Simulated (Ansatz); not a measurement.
# C₃H₅N: small, medium and large basis sets

How large a basis does C₃H₅N need? Two functionals and correlated methods are run in growing sets.

The runs use Ansatz 0.2.0, Gaussian basis; one geometry, several basis sets.

Plan: PBE0-D4/def2-SVP; ωB97M-V/def2-SVP; PBE0-D4/def2-QZVPP; ωB97M-V/def2-QZVPP; CCSD(T)/cc-pV(D+d)Z; CCSD(T)/cc-pV(T+d)Z; CCSD(T)/cc-pV(Q+d)Z; the functionals' def2-TZVPP values are taken from earlier runs.

## Step 1: The relaxed structure

The geometry comes from an earlier relaxation with PBE0-D4 in a triple-zeta def2 set; it is a stationary point, not always the lowest conformer.

SMILES `C#CNC`, 9 atoms, charge 0, spin multiplicity 1.

Atoms are counted from 1 here; the program's logs count them from 0.

Bond lengths: C1–C2 1.204 Å, C1–H5 1.063 Å, C2–N3 1.338 Å, N3–C4 1.453 Å, N3–H6 1.009 Å, C4–H7 1.091 Å, C4–H8 1.090 Å, C4–H9 1.096 Å. Angles: C2–C1–H5 179.1°, C1–C2–N3 177.6°, C2–N3–C4 118.1°, C2–N3–H6 114.2°, C4–N3–H6 114.6°, N3–C4–H7 108.9°, N3–C4–H8 109.0°, N3–C4–H9 113.1°, H7–C4–H8 108.3°, H7–C4–H9 109.1°, H8–C4–H9 108.5°.

## Step 2: PBE0-D4 in def2-SVP

Contents of in.yaml:

```yaml
crystal:
  periodic: [false, false, false]
  atoms:
    - {symbol: C, position_ang: [-0.615832, 0.605454, -2.023858]}
    - {symbol: C, position_ang: [0.009266, 0.441770, -1.008364]}
    - {symbol: N, position_ang: [0.709624, 0.205991, 0.106519]}
    - {symbol: C, position_ang: [0.090020, -0.595806, 1.147722]}
    - {symbol: H, position_ang: [-1.153729, 0.750919, -2.928547]}
    - {symbol: H, position_ang: [1.229340, 1.001910, 0.443870]}
    - {symbol: H, position_ang: [0.825671, -0.788442, 1.929400]}
    - {symbol: H, position_ang: [-0.216318, -1.552120, 0.723226]}
    - {symbol: H, position_ang: [-0.789542, -0.115876, 1.592932]}
basis:
  gaussian: {orbitals: def2-SVP}
hamiltonian: {xc: pbe0, dispersion: d4}
output: {orbitals: {seedname: orbitals}}
```

Launch:

```console
> ansatz run in.yaml --threads 2 --pin off --events-out ev --progress --plain --max-ram 32768MiB --backend cpu
```

After this run come: ωB97M-V in def2-SVP; PBE0-D4 in def2-QZVPP; ωB97M-V in def2-QZVPP; CCSD(T) in cc-pV(D+d)Z; CCSD(T) in cc-pV(T+d)Z; CCSD(T) in cc-pV(Q+d)Z.

**Question.** What will the summary of the whole plan be? Wanted: MP2 correlation recovered, cc-pV(D+d)Z; MP2 correlation recovered, cc-pV(T+d)Z; MP2 correlation recovered, cc-pV(Q+d)Z; CCSD(T) limit from def2 sets; PBE0-D4: double and triple zeta above quadruple; ωB97M-V: double and triple zeta above quadruple.

The runs gave:

| quantity | value |
| --- | --- |
| MP2 correlation recovered, cc-pV(D+d)Z | 73.3 % |
| MP2 correlation recovered, cc-pV(T+d)Z | 90.0 % |
| MP2 correlation recovered, cc-pV(Q+d)Z | 95.8 % |
| CCSD(T) limit from def2 sets (earlier runs) less the limit of this series | -3 meV |
| PBE0-D4: double and triple zeta above quadruple | 5.49, 0.27 eV |
| ωB97M-V: double and triple zeta above quadruple | 5.72, 0.25 eV |

PBE0-D4 gains 5.22 eV from double to triple zeta, then 0.27 eV more. In cc-pV(D+d)Z MP2 holds 73 % of its limit, in cc-pV(Q+d)Z 96 %, while Hartree-Fock is within 0.096 eV in the largest set. A limit from the def2 sets, made apart, differs by 3 meV, a least measure of the doubt on such a limit. Total energies overstate the basis error of differences, where much of it tends to cancel. The LUMO of ωB97M-V is positive and keeps falling with the basis (3.20 to 1.57 eV): an unbound level that the basis holds in place.
